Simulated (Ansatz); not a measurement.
Relaxation of H₆NSi (8 atoms, charge 0, multiplicity 2), to a largest force component of 0.03 eV/Å in at most 50 steps.

The calculation used UKS PBE0-D4/def2-SVP in Ansatz 0.2.0.

```xyz
8
Properties=species:S:1:pos:R:3:forces:R:3
Si -0.024 0.038 -0.327 -0.02 0.03 -0.09
H -0.053 0.037 2.335 0.18 -0.13 0.68
H 1.419 0.023 -0.702 0.01 0.00 0.01
H -0.730 1.232 -0.884 0.01 -0.02 -0.01
H -0.707 -1.233 -0.711 0.00 0.00 0.01
N 0.264 -0.194 3.299 -0.19 0.14 -0.54
H -0.550 -0.611 3.752 0.00 -0.02 -0.03
H 0.383 0.709 3.760 0.02 0.01 -0.03
```

Task: Where does it end, and by what steps?

Result: The forces met the threshold. After 16 steps the energy has fallen by 0.295 eV; H2 moved furthest, 1.13 Å.

```json
{"step": "0", "energy less start (eV)": "0.0000", "largest force component (eV/Å)": "0.685", "accepted": "yes"}
{"step": "1", "energy less start (eV)": "-0.0187", "largest force component (eV/Å)": "0.269", "accepted": "yes"}
{"step": "2", "energy less start (eV)": "-0.0213", "largest force component (eV/Å)": "0.094", "accepted": "yes"}
{"step": "3", "energy less start (eV)": "-0.0186", "largest force component (eV/Å)": "0.568", "accepted": "no"}
{"step": "4", "energy less start (eV)": "-0.0252", "largest force component (eV/Å)": "0.091", "accepted": "yes"}
{"step": "5", "energy less start (eV)": "-0.0294", "largest force component (eV/Å)": "0.233", "accepted": "yes"}
{"step": "6", "energy less start (eV)": "-0.0325", "largest force component (eV/Å)": "0.551", "accepted": "yes"}
{"step": "7", "energy less start (eV)": "-0.0463", "largest force component (eV/Å)": "0.571", "accepted": "yes"}
{"step": "8", "energy less start (eV)": "-0.0685", "largest force component (eV/Å)": "0.677", "accepted": "yes"}
{"step": "9", "energy less start (eV)": "-0.1005", "largest force component (eV/Å)": "0.373", "accepted": "yes"}
{"step": "10", "energy less start (eV)": "-0.1367", "largest force component (eV/Å)": "0.448", "accepted": "yes"}
{"step": "11", "energy less start (eV)": "-0.1723", "largest force component (eV/Å)": "0.618", "accepted": "yes"}
{"step": "12", "energy less start (eV)": "-0.2134", "largest force component (eV/Å)": "0.942", "accepted": "yes"}
{"step": "13", "energy less start (eV)": "-0.2774", "largest force component (eV/Å)": "0.133", "accepted": "yes"}
{"step": "14", "energy less start (eV)": "-0.2786", "largest force component (eV/Å)": "0.164", "accepted": "yes"}
{"step": "15", "energy less start (eV)": "-0.2897", "largest force component (eV/Å)": "0.098", "accepted": "yes"}
{"step": "16", "energy less start (eV)": "-0.2952", "largest force component (eV/Å)": "0.015", "accepted": "yes"}
```

```xyz
8
Properties=species:S:1:pos:R:3
Si -0.121 0.287 0.055
H -0.842 0.411 3.054
H 1.358 0.073 0.171
H -0.355 0.791 -1.356
H -0.825 -1.034 0.133
N -0.023 0.003 2.605
H 0.010 -0.984 2.859
H 0.801 0.453 3.002
```

Whether the end is a true minimum wasn't checked by a vibrational analysis.

Run time: 17 s on 1 thread of AMD EPYC 9R45 96-Core Processor (Zen 5), with other jobs on the host, peak memory 0.16 GiB.
